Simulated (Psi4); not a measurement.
# CO (SMILES [C-]#[O+]) at PBE/cc-pVDZ (sweep point 6)

What is the vertical singlet–triplet gap of CO at PBE/cc-pVDZ (sweep point 6)? 

The calculation is run with Psi4 1.11.

4 further runs of the same task are left out: 4 set aside as unsound or not needed.

## Step 1: The system as given

CO: 2 atoms, total charge 0, spin state singlet. SMILES: `[C-]#[O+]`. Geometry: relaxed at PBE0-D4/def2-TZVP.

Bond lengths: C1–O2 1.123 Å.

## Step 2: The energy at PBE/cc-pVDZ (sweep point 6)

Contents of co.dat:

```
memory 1.6 GB

molecule molecule1 {
  0 1
  C      0.90687957    -0.29309652     0.46714030
  O     -0.90687957     0.29309652    -0.46714030
  units au
  symmetry c1
}

set {
  basis                cc-pVDZ
  reference            rks
  puream               true
  scf_type             pk
  dft_radial_points    99
  dft_spherical_points 590
}

e, wfn = energy("pbe", return_wfn=True)
print_variables()
```

Started as:

```sh
$ psi4 -i co.dat -o co.out -n 1
```

co.out (excerpt; [...] marks lines left out):

```text
[...]
  Running in c1 symmetry.
[...]
  Nuclear repulsion =   22.611783245024760
[...]
  Multiplicity = 1
[...]
  Nalpha       = 7
  Nbeta        = 7
[...]
    Number of basis functions: 28
[...]
   @RKS iter   1:  -113.13803902923320   -3.30236e-01   1.31295e-02 ADIIS/DIIS
[...]
   @RKS iter   7:  -113.19357765758303   -1.17711e-07   7.23954e-07 DIIS
[...]
    Orbital Energies [Eh]
    ---------------------
    Doubly Occupied:
       1A    -18.865896     2A     -9.999967     3A     -1.073066
       4A     -0.507543     5A     -0.425176     6A     -0.425176
       7A     -0.316426
[...]
  @RKS Final Energy:  -113.19357765758303
   => Energetics <=
    Nuclear Repulsion Energy =             22.6117832450247604
    One-Electron Energy =                -198.5272356448251969
    Two-Electron Energy =                  76.5018824058537064
    DFT Exchange-Correlation Energy =     -13.7800076636362920
    Empirical Dispersion Energy =           0.0000000000000000
    VV10 Nonlocal Energy =                  0.0000000000000000
    Total Energy =                       -113.1935776575830346
[...]
 Multipole Moments:
 ------------------------------------------------------------------------------------
     Multipole            Electronic (a.u.)      Nuclear  (a.u.)        Total (a.u.)
 ------------------------------------------------------------------------------------
 L = 1.  Multiply by 2.5417464519 to convert [e a0] to [Debye]
 Dipole X            :          0.0000000            0.0000000            0.0000000
 Dipole Y            :          0.0000000            0.0000000            0.0000000
 Dipole Z            :         -0.1360353           -0.0023137           -0.1383489
 Magnitude           :                                                    0.1383489
[...]
```

Wall time 4.2 s (1 thread of Intel Xeon Platinum 8259CL at 2.50GHz (Skylake/Cascade Lake), shared host); peak memory 0.32 GiB.

## Step 3: The triplet at the same level

Contents of input.in:

```
memory 1.6 GB

molecule {
  0 3
  C      0.90687957    -0.29309652     0.46714030
  O     -0.90687957     0.29309652    -0.46714030
  units au
  symmetry c1
}

set basis cc-pVDZ
set reference uks
set puream true
set scf_type pk
set dft_radial_points 99
set dft_spherical_points 590
set maxiter 150

e, wfn = energy("pbe", return_wfn=True)
print_variables()
```

Started as:

```sh
$ psi4 input.in input.out -n 1
```

input.out (excerpt; [...] marks lines left out):

```text
[...]
  Running in c1 symmetry.
[...]
  Nuclear repulsion =   22.611783245024760
[...]
  Multiplicity = 3
[...]
  Nalpha       = 8
  Nbeta        = 6
[...]
    Number of basis functions: 28
[...]
   @UKS iter   1:  -112.87224150159446   -6.44380e-02   1.76948e-02 DIIS/ADIIS
[...]
   @UKS iter   9:  -112.96902905699210   -9.92813e-10   1.13208e-07 DIIS
[...]
   @S^2 Observed:                2.007619888E+00
[...]
    Orbital Energies [Eh]
    ---------------------
    Alpha Occupied:
       1A    -18.830672     2A    -10.023190     3A     -1.053538
       4A     -0.508479     5A     -0.414527     6A     -0.413254
       7A     -0.400842     8A     -0.089104
    Alpha Virtual:
       9A     -0.082923    10A      0.207821    11A      0.391854
      12A      0.397396    13A      0.440227    14A      0.679659
      15A      0.782675    16A      0.906595    17A      0.907625
      18A      1.012030    19A      1.015584    20A      1.183080
      21A      1.187882    22A      1.602553    23A      1.893924
      24A      2.502632    25A      2.504371    26A      2.958556
[...]
  @UKS Final Energy:  -112.96902905699210
   => Energetics <=
    Nuclear Repulsion Energy =             22.6117832450247604
    One-Electron Energy =                -198.4681902572127683
    Two-Electron Energy =                  76.7205605123381247
    DFT Exchange-Correlation Energy =     -13.8331825571422158
    Empirical Dispersion Energy =           0.0000000000000000
    VV10 Nonlocal Energy =                  0.0000000000000000
    Total Energy =                       -112.9690290569920990
[...]
 Multipole Moments:
 ------------------------------------------------------------------------------------
     Multipole            Electronic (a.u.)      Nuclear  (a.u.)        Total (a.u.)
 ------------------------------------------------------------------------------------
 L = 1.  Multiply by 2.5417464519 to convert [e a0] to [Debye]
 Dipole X            :         -0.0000000            0.0000000           -0.0000000
 Dipole Y            :         -0.0000000            0.0000000           -0.0000000
 Dipole Z            :          0.3962766           -0.0023137            0.3939629
 Magnitude           :                                                    0.3939629
[...]
```

Wall time 5.4 s (1 thread of Intel Xeon Platinum 8259CL at 2.50GHz (Skylake/Cascade Lake), shared host); peak memory 0.32 GiB.

## Step 4: Outcome

Level: PBE/cc-pVDZ (sweep point 6).

| quantity | value |
| --- | --- |
| singlet: total energy | -113.19358 Eh |
| singlet: dipole moment | 0.35 D |
| singlet: HOMO energy | -8.61 eV |
| singlet: LUMO energy | -1.49 eV |
| singlet: HOMO–LUMO gap | 7.12 eV |
| triplet: total energy | -112.96903 Eh |
| triplet: dipole moment | 1.00 D |
| triplet: HOMO energy (highest over α and β) | -2.42 eV |
| triplet: ⟨S²⟩ | 2.008 |
| vertical energy of the triplet above the singlet | 6.110 eV |

**Reading.** At this shape the triplet lies 6.11 eV (590 kJ/mol) above the singlet.
